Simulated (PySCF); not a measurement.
Species: C₅H₉F.
Cartesian coordinates in Å at the PBE0-D3(BJ)/def2-SVP level; atoms count from 1:
```
atom  x, y, z in Å
C1     2.044   -0.649   -0.775
C2     0.742   -0.366   -0.799
C3    -0.054    0.152    0.365
C4    -1.083   -0.876    0.833
C5    -0.730    1.470    0.014
F6    -1.648    1.283   -0.994
H7     2.645   -0.513    0.131
H8     2.562   -1.031   -1.659
H9     0.172   -0.516   -1.725
H10    0.643    0.371    1.194
H11   -1.812   -1.081    0.035
H12   -0.596   -1.823    1.106
H13   -1.639   -0.509    1.710
H14   -1.260    1.877    0.893
H15    0.013    2.211   -0.328
```

The calculation used TDDFT CAM-B3LYP/def2-SVPD, vertical, gas phase, core orbitals frozen in the response (PySCF 2.14.0, density-fitted response routines).

Transition dipole moments from the ground state, in atomic units and in the frame of the coordinates above (overall signs are arbitrary), for the states with f of 0.002 or more among the lowest 7:

```json
{"state": "S1", "E (eV)": "7.400", "μx": "-0.784", "μy": "0.660", "μz": "-0.008"}
{"state": "S2", "E (eV)": "7.451", "μx": "1.270", "μy": "0.003", "μz": "-0.273"}
{"state": "S3", "E (eV)": "7.861", "μx": "-0.166", "μy": "-0.062", "μz": "0.074"}
{"state": "S4", "E (eV)": "7.939", "μx": "0.116", "μy": "0.100", "μz": "-0.074"}
{"state": "S5", "E (eV)": "8.246", "μx": "0.169", "μy": "0.055", "μz": "-0.069"}
{"state": "S6", "E (eV)": "8.681", "μx": "0.196", "μy": "-0.181", "μz": "-0.187"}
{"state": "S7", "E (eV)": "8.741", "μx": "-0.067", "μy": "-0.076", "μz": "0.021"}
```

(1) Work out the oscillator strengths.

(2) Which bond between heavy atoms lies closest to the direction of the S2 transition dipole?

(3) What angle do the transition dipoles of S2 and S6 make?

(4) How is the summed strength of these states shared among x, y and z?

(5) What peak molar absorption coefficient would the strongest computed level give as a lone Gaussian band 0.5 eV wide at half height?

Answers

(1) f = (2/3) ΔE |μ|² with ΔE in hartree (27.2114 eV).

```json
{"state": "S1", "|μ|² (au)": "1.050", "|μ| (D)": "2.60", "f": "0.190"}
{"state": "S2", "|μ|² (au)": "1.687", "|μ| (D)": "3.30", "f": "0.308"}
{"state": "S3", "|μ|² (au)": "0.037", "|μ| (D)": "0.49", "f": "0.007"}
{"state": "S4", "|μ|² (au)": "0.029", "|μ| (D)": "0.43", "f": "0.006"}
{"state": "S5", "|μ|² (au)": "0.036", "|μ| (D)": "0.48", "f": "0.007"}
{"state": "S6", "|μ|² (au)": "0.106", "|μ| (D)": "0.83", "f": "0.023"}
{"state": "S7", "|μ|² (au)": "0.011", "|μ| (D)": "0.26", "f": "0.002"}
```

(2) C1–C2, at 18° from it; next C3–C4 at 44°.

(3) |cos θ| = |μa·μb| / (|μa| |μb|) = 0.71, so θ ≈ 45° (taken between 0 and 90°, since the signs are arbitrary).

(4) (2/3) Σ ΔE μα² gives 0.429 for x, 0.090 for y and 0.024 for z, 0.543 in all.

(5) ε(max) = 2.175×10⁸ f / FWHM, with the width in cm⁻¹. S2: 2.175×10⁸ × 0.3080 / 4033 ≈ 17000 L mol⁻¹ cm⁻¹.

All these states lie below the vertical ionisation energy of 9.85 eV (ΔSCF).

The run took 61 s of wall time on Arm Neoverse V2, one thread, shared host.

One conformer stands for the species.
